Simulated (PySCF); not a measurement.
Molecule: `[C-]#[N+]C(C)C`, C$_{4}$H$_{7}$N.

Atoms are numbered as in `[C-:1]#[N+:2][CH:3]([CH3:4])[CH3:5]`; H(Xn) means a hydrogen on atom n.

Spin–spin couplings on one PBE0-D3(BJ)/def2-SVP geometry, PySCF 2.14.0 with density-fitted response routines, gas phase, non-relativistic, equivalent pairs averaged (spin–dipole term only in couplings to heteroatoms); isotopes 13C, 1H, 15N; functional B3LYP.

Task: How do the couplings (Hz) change with the basis set? Times are CPU seconds on shared hosts with different chips, so compare them loosely. Far from the basis limit: 6-31G*, pcJ-0, 6-31G-J, def2-TZVP, cc-pVTZ.

Result: 
```
basis set  functions  1J(C3,H(C3))  1J(C4,H(C4))  1J(C3,C4)  1J(N2,C3)  1J(C1,N2)  2J(H(C4),H(C4))  2J(C1,C3)  core-s
   6-31G*         84         161.8         144.4       50.6      -18.0       -2.0            -15.4       -6.8     4.9
    pcJ-0         86         125.5         116.4       28.9       -4.8       22.4            -13.4       -8.8     4.5
  6-31G-J         88         151.0         139.6       38.3      -10.9        5.3            -16.8      -11.1     5.2
def2-TZVP        197         138.1         128.1       36.7       -9.9       -3.9            -11.8       -9.6      16
    pcJ-1        205         145.2         135.8       38.2      -12.4       -8.1            -13.9       -9.2      20
  cc-pVTZ        248         128.0         120.8       28.8       -9.7      -45.6            -11.3       -6.2      23
```

The Fermi-contact term samples the wavefunction at the nucleus, which is why sets with added tight s functions (names with J) are made for couplings.
